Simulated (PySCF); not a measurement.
Gas-phase reaction: 2 P + H2 ⇌ 2 PH

Computed with PySCF and rigid-rotor harmonic-oscillator thermochemistry at 1 bar. Table values come from the NASA 1993 polynomials. † marks an energy on the PBE0/def2-TZVP geometry and frequencies; other levels use their own. CCSD(T) freezes the core. Open shells (unrestricted): P (multiplicity 4), PH (multiplicity 3); the rest are closed-shell singlets. CCSD(T) isn't extrapolated to the basis-set limit. The table's entry may be an old estimate for PH (not checked at source).

PBE/def2-SVP gives ΔH°(298 K) = -191.4 kJ.

### Question
What does CCSD(T)/def2-SVP† give, and where does the table lie?

### Answer
CCSD(T)/def2-SVP†: -115.8 kJ. Table: -160.6 kJ.
